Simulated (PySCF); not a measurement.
Input file for PySCF: R-HF/STO-3G on H4O2 (a complex).

```python
from pyscf import gto, scf, dft, mp
from pyscf.data.elements import chemcore

mol = gto.M(
    atom='''
    O    -1.77585989   -0.04164503    0.00545798
    H    -2.09585689    0.86119097   -0.01597302
    H    -0.81614289    0.05653597    0.00073498
    O     1.69815711    0.03680897   -0.00515402
    H     2.07477811   -0.40157103    0.76096998
    H     2.07042111   -0.43940403   -0.75055602
    ''',
    basis='sto-3g',
    charge=0, spin=0, verbose=3, max_memory=1800)
mf = scf.RHF(mol)
mf.conv_tol = 1e-8
mf.max_cycle = 100
mf.kernel()
if not mf.converged:
    mf = mf.newton().run(mf.mo_coeff, mf.mo_occ)
```

**Question.** Predict the final total energy.

**Answer.** -149.9310 hartree.
